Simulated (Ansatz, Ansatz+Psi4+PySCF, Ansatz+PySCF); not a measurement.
```tsv
atom	x (Å)	y (Å)	z (Å)
C	0.0000	0.0000	-0.1932
Cl	0.0000	0.0000	1.5721
H	0.0000	-0.9563	-0.6895
H	0.0000	0.9563	-0.6895
```

Basis set: cc-pVTZ on H, C; cc-pV(T+d)Z on Cl (spherical functions). Frozen core: 6 orbitals. Correlation on ROHF uses semicanonical orbitals with singles. Charge 0, multiplicity 2.

Computed with Ansatz (development build ahead of 0.2.0); each method stands on the lowest determinant of its kind that the runs found.

The atomization energy at this shape (free ground-state atoms in the same class of orbitals less the molecule, no zero-point energy) of doublet CH₂Cl:

| method | atomization energy |
| --- | --- |
| ROHF-CCSD(T) | 278.87 kcal/mol |
| ROHF | 215.32 kcal/mol |
| UHF | 212.28 kcal/mol |

(1) What does ROHF-MP2 give?

## Answers

(1) 281.76 kcal/mol.
